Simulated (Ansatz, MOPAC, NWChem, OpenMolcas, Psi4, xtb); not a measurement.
**A ladder of methods for CH4BO (SMILES [BH]OC)**

The runs start from one conformer, not always the lowest.

CH4BO, doublet, SMILES `[BH]OC`. Each level relaxes the structure for itself.

Each level gives the highest harmonic wavenumber at each level's own minimum (cm⁻¹). The values are calculated.

```tsv
level	kind	program	value (cm⁻¹)
MNDOD	semi-empirical	MOPAC	3294
PM3	semi-empirical	MOPAC	3128
PM7	semi-empirical	MOPAC	2756
GFN1-xTB	semi-empirical	xtb	3051
UHF/3-21G	Hartree–Fock	OpenMolcas	3309
UHF/6-31G* (Cartesian functions)	Hartree–Fock	OpenMolcas	3311
UPBE-D3(BJ)/def2-SVP	GGA	NWChem	3077
UB3LYP-D3(BJ)/def2-SVP	global hybrid	NWChem	3136
UPBE0-D4/def2-TZVP	global hybrid	Ansatz	3148
UB3LYP-D3(BJ)/def2-SVP (density fitting)	global hybrid	Psi4	3136
```

Harmonic and unscaled. The values span 2756 to 3311 cm⁻¹.
